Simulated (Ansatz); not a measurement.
## MoHClOF$_{3}$, quartet: from triple and quadruple zeta to the limit

```xyz
7

O    -0.0799   -1.4392    0.3724
Mo   -0.3937    0.3708   -0.3969
F    -1.5210   -0.3377   -1.6902
F     0.7738    1.7776   -0.5533
F    -1.7623    0.9440    0.7162
Cl    1.4675   -1.0540   -1.3946
H    -0.4951   -2.1639   -0.1296
```

Ansatz 0.2.0, UHF determinant, valence electrons correlated, core potentials past Kr. Energies in eV.

| set | X | functions | Hartree–Fock | MP2 correlation | CCSD(T) correlation | time |
| --- | --- | --- | --- | --- | --- | --- |
| def2-TZVPP | 3 | 236 | -24519.8959 | -37.3522 | -39.1183 | 27 s on 1 × NVIDIA H100 80GB HBM3 with 1 thread of AMD EPYC 7R13 Processor (Zen 3), with other jobs on the host |
| def2-QZVPP | 4 | 409 | -24520.8594 | -40.6883 | -42.4145 | 6.3 min on 1 × NVIDIA H100 80GB HBM3 with 1 thread of AMD EPYC 7R13 Processor (Zen 3), on a shared host |

Hartree–Fock is taken to follow E(X) = E∞ + A·exp(−7.88·√X), correlation E(X) = E∞ + B·X^−2.97.

Cautions: no spin-orbit coupling; outer-core shells of the metal frozen; higher spins were not checked.

**Question.** Work out the CCSD(T) energy at the limit, and how far the shortcut misses it that extrapolates MP2 and adds CCSD(T) minus MP2 from the smaller set.

**Answer.** Hartree–Fock: E∞ = E4 + 0.1377·(E4 − E3) = -24520.9921. Correlation: E∞ = E4 + 0.7407·(E4 − E3) = -44.8560 for CCSD(T) and -43.1595 for MP2. The limit is -24565.8481 eV, 2.574 eV below def2-QZVPP. The shortcut gives a correlation energy of -43.1595 + (-1.7661) = -44.9256, 70 meV lower than the direct value.

Past Ne part of the Hartree–Fock step between the two sets comes from the cores, which don't follow the formula, so the 133 meV that it adds to the total can overshoot; that part largely cancels in differences.

The exponents were fitted on light atoms, and def2 sets of heavy atoms don't grow evenly, so the limit is rough here.
